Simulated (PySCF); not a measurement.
Gas-phase reaction: BF3.H2O + BF3 + 4 HO2 ⇌ 2 B(OH)3 + 3 F2O

Energies from PySCF, thermal terms from the rigid-rotor harmonic-oscillator model, ideal gas at 1 bar. † marks an energy on the PBE0/def2-TZVP geometry and frequencies; other levels use their own. CCSD(T) freezes the core. Open shells (unrestricted): HO2 (multiplicity 2); the rest are closed-shell singlets. B3LYP is the form with VWN-RPA correlation. Adducts (BF3.H2O) have no counterpoise correction, and HF, PBE, BLYP, B3LYP and PBE0 lack dispersion. BF3.H2O: computed as isolated molecules; such fragments, hydroxides, amides, oligomers or adducts are transient or little studied in the gas. CCSD(T) isn't extrapolated to the basis-set limit.

```json
[
 {"level": "B3LYP/def2-TZVP†", "ΔH°(298 K), kJ": "[?]"},
 {"level": "BLYP/def2-TZVP†", "ΔH°(298 K), kJ": "534"},
 {"level": "CCSD(T)/def2-SVP†", "ΔH°(298 K), kJ": "[?]"},
 {"level": "CCSD(T)/def2-TZVPP†", "ΔH°(298 K), kJ": "[?]"},
 {"level": "PBE/def2-SVP", "ΔH°(298 K), kJ": "537"},
 {"level": "PBE0/def2-SVP†", "ΔH°(298 K), kJ": "640"},
 {"level": "r2SCAN/def2-TZVP†", "ΔH°(298 K), kJ": "[?]"},
 {"level": "LDA/def2-TZVP†", "ΔH°(298 K), kJ": "432"},
 {"level": "ωB97M-V/def2-TZVP†", "ΔH°(298 K), kJ": "574"}
]
```

Question: Fill in the missing entries.

Answer: 
- B3LYP/def2-TZVP†, ΔH°(298 K), kJ: 599
- CCSD(T)/def2-SVP†, ΔH°(298 K), kJ: 637
- CCSD(T)/def2-TZVPP†, ΔH°(298 K), kJ: 584
- r2SCAN/def2-TZVP†, ΔH°(298 K), kJ: 578
